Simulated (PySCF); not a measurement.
Excitations are Tamm–Dancoff values on a coarser integration grid. The basis has no diffuse functions, so Rydberg states are missing or too high.

Cartesian coordinates (Å):
```xyz
5

Cl     1.4825     0.8022    -0.0570
C     -0.0024    -0.1446     0.0104
Cl    -1.4548     0.8510    -0.0619
H     -0.0130    -0.6899     0.9491
H     -0.0122    -0.8187    -0.8406
```
Charge 0, spin multiplicity 1.

Problem. What S1–T1 gap (TDA), LUMO and S1 excitation (TDA) does PySCF 2.14.0 with TPSSh-D3(BJ)/def2-TZVP // PBE0-D3(BJ)/def2-TZVP give?

Solution. 
S1–T1 gap (TDA): 0.62 eV
LUMO: -0.50 eV
S1 excitation (TDA): 6.88 eV
